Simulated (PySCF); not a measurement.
Molecule: SMILES FC(C)(F)F, C2H3F3.

Geometry:
| atom | x (Å) | y (Å) | z (Å) |
| --- | --- | --- | --- |
| C1 | 0.785 | -0.129 | 0.035 |
| C2 | -0.692 | 0.113 | -0.031 |
| F3 | -1.177 | -0.129 | -1.254 |
| F4 | -0.996 | 1.379 | 0.275 |
| F5 | -1.359 | -0.673 | 0.823 |
| H6 | 0.998 | -1.174 | -0.224 |
| H7 | 1.145 | 0.077 | 1.051 |
| H8 | 1.296 | 0.535 | -0.674 |

Spin–spin couplings on one PBE0-D3(BJ)/def2-SVP geometry, PySCF, gas phase, non-relativistic, equivalent pairs averaged; isotopes ¹³C, ¹⁹F, ¹H; basis pcJ-1.

Reference values (Hz): ¹J(C2,F3) = -273.0 (measured; solution; Gryff-Keller and Szczecinski, RSC Adv. 2016, 6, 82783); ²J(C1,F3) = 31.5 (measured; solution; Gryff-Keller and Szczecinski, RSC Adv. 2016, 6, 82783); ³J(F3,H6) = 12.9 (measured; solution; Gryff-Keller and Szczecinski, RSC Adv. 2016, 6, 82783).

Q: How do the couplings (Hz) change with the functional? Times are CPU seconds on shared hosts with different chips, so compare them loosely.

A: 
```tsv
functional	functions	¹J(C2,F3)	²J(C1,F3)	³J(F3,H6)	mean abs. error	core-s
HF	165	-193.0	38.4	15.3	29.8	21
LDA	165	-360.1	31.3	9.8	30.1	8.8
PBE	165	-372.3	34.8	10.4	35.0	15
KT2	165	-380.2	27.3	9.9	38.1	15
B3LYP	165	-340.4	35.6	12.3	24.0	9.8
PBE0	165	-332.1	34.5	11.7	21.1	18
B97-2	165	-329.8	33.7	11.0	20.3	18
BHandHLYP	165	-288.3	36.6	14.1	7.2	23
CAM-B3LYP	165	-324.0	36.0	12.2	18.7	23
```

Errors compare magnitudes, without vibrational corrections, and the largest couplings weigh most in the mean. Closest: BHandHLYP; furthest: KT2.
